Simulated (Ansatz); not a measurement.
# UHF/STO-3G run of C2F3 (SMILES F[C]=C(F)F)

What is the vertical ionisation energy of C2F3 at UHF/STO-3G? 

The calculation is run with Ansatz 0.2.0.

45 further runs of the same task are left out: 3 that didn't finish, 42 set aside as unsound or not needed.

## 1. The molecule

C2F3 has 5 atoms, charge 0, and is taken as a doublet. SMILES: `F[C]=C(F)F`. Geometry: relaxed at PBE0-D4/def2-TZVP.

Bond lengths: F1–C2 1.297 Å, C2–C3 1.311 Å, C3–F4 1.317 Å, C3–F5 1.311 Å. Angles: F1–C2–C3 129.8°, C2–C3–F4 124.9°, C2–C3–F5 123.2°, F4–C3–F5 111.9°.

## 2. A single-point energy at UHF/STO-3G

Contents of input.yaml:

```yaml
crystal:
  periodic: [false, false, false]
  atoms:
    - symbol: F
      position_ang: [0.577720, -1.033470, 1.511080]
    - symbol: C
      position_ang: [0.506940, 0.038840, 0.785720]
    - symbol: C
      position_ang: [-0.126500, 0.247860, -0.343200]
    - symbol: F
      position_ang: [-0.848620, -0.650470, -0.980670]
    - symbol: F
      position_ang: [-0.109540, 1.397240, -0.972920]
basis:
  gaussian:
    orbitals: STO-3G
total_charge: 0
magnetization:
  spin_polarized: true
  initial_magnetization: 1
hamiltonian:
  xc: hf
accuracy: high
output: {orbitals: {seedname: orbitals}}
```

Launch:

```
$ ansatz run input.yaml --threads 1 --pin off --max-ram 3480MiB --events-out events.jsonl --progress --plain --runs-dir runs
```

The log of the run:

```text
Warning: RAYON_NUM_THREADS=1 ignored (pool sized by the plan → 1); use --threads N
Functional definition: HF
  name "HF"
  exchange = exact_x
  correlation = 0
479 factors; integrals over basis functions are off by at most 3.4e-8 eV
mean field evaluation 1: about -10030.6451 eV, gradient 2.2e1 eV
mean field evaluation 2: about -10030.8500 eV, gradient 2.2e1 eV
mean field evaluation 4: about -10034.6382 eV, gradient 2.8e0 eV
mean field evaluation 8: about -10035.2725 eV, gradient 1.2e0 eV
mean field evaluation 16: about -10035.6110 eV, gradient 5.5e-2 eV
mean field evaluation 32: about -10035.1182 eV, gradient 1.2e0 eV
mean field evaluation 64: about -10033.5091 eV, gradient 1.9e-6 eV
mean field -10035.61100814 eV, -368.8019021677 hartree, gradient 2.4e-8 eV, S^2 1.058516; 2 other end points of the search recorded, 0 dependent functions left out
reference -10035.61100814 eV, -368.8019021677 hartree; 20, 19 occupied and 5, 6 virtual orbitals, 479 factors
Total energy: -10035.61100814 eV, -368.8019021677 hartree
```

Run time: 0.7 s. Hardware: 1 thread of Arm Neoverse N1, shared host.

## 3. The singlet cation, same level

Contents of run.yaml:

```yaml
crystal:
  periodic: [false, false, false]
  atoms:
    - {symbol: F, position_ang: [0.577720, -1.033470, 1.511080]}
    - {symbol: C, position_ang: [0.506940, 0.038840, 0.785720]}
    - {symbol: C, position_ang: [-0.126500, 0.247860, -0.343200]}
    - {symbol: F, position_ang: [-0.848620, -0.650470, -0.980670]}
    - {symbol: F, position_ang: [-0.109540, 1.397240, -0.972920]}
basis:
  gaussian: {orbitals: STO-3G}
total_charge: 1
hamiltonian: {xc: hf}
accuracy: high
output: {orbitals: {seedname: orbitals}}
```

Launch:

```
$ ansatz run run.yaml --threads 1 --pin off --max-ram 3480MiB --events-out events.jsonl --progress --plain --runs-dir runs
```

The log of the run:

```text
Warning: RAYON_NUM_THREADS=1 ignored (pool sized by the plan → 1); use --threads N
[... 4 set-up lines as earlier in the session ...]
478 factors; integrals over basis functions are off by at most 3.4e-8 eV
mean field evaluation 1: about -10019.3884 eV, gradient 4.3e1 eV
mean field evaluation 2: about -10019.5539 eV, gradient 4.3e1 eV
mean field evaluation 4: about -10026.1624 eV, gradient 4.1e0 eV
mean field evaluation 8: about -10026.2843 eV, gradient 2.0e-1 eV
mean field evaluation 16: about -10026.2848 eV, gradient 1.3e-8 eV
mean field evaluation 32: about -10024.8803 eV, gradient 2.9e-1 eV
mean field evaluation 64: about -10026.0579 eV, gradient 5.0e-1 eV
mean field -10026.28477228 eV, -368.4591693212 hartree, gradient 1.3e-8 eV, S^2 0.000000; 0 other end points of the search recorded, 0 dependent functions left out
reference -10026.28477228 eV, -368.4591693212 hartree; 19, 19 occupied and 6, 6 virtual orbitals, 478 factors
Total energy: -10026.28477228 eV, -368.4591693212 hartree
```

Run time: 0.4 s. Hardware: 1 thread of Arm Neoverse N1, shared host.

## 4. What came out

Level: UHF/STO-3G.

| quantity | value |
| --- | --- |
| doublet C2F3: total energy | -368.80190 Eh |
| doublet C2F3: HOMO energy (highest over α and β) | -7.80 eV |
| doublet C2F3: LUMO energy (lowest over α and β) | 6.38 eV |
| doublet C2F3: ⟨S²⟩ | 1.059 |
| singlet cation: total energy | -368.45917 Eh |
| singlet cation: HOMO energy | -17.71 eV |
| singlet cation: LUMO energy | -7.43 eV |
| singlet cation: HOMO–LUMO gap | 10.28 eV |
| vertical ionisation energy (to the singlet cation) | 9.326 eV |

**Reading.** The vertical ionisation energy comes to 9.33 eV (215 kcal/mol). Only the singlet of the ionised species was computed; a triplet could lie lower. In a minimal basis such a difference can be off by several eV, whatever the method. ⟨S²⟩ (doublet C2F3) is 1.06 where a pure doublet has 0.75: the reference is spin-contaminated.
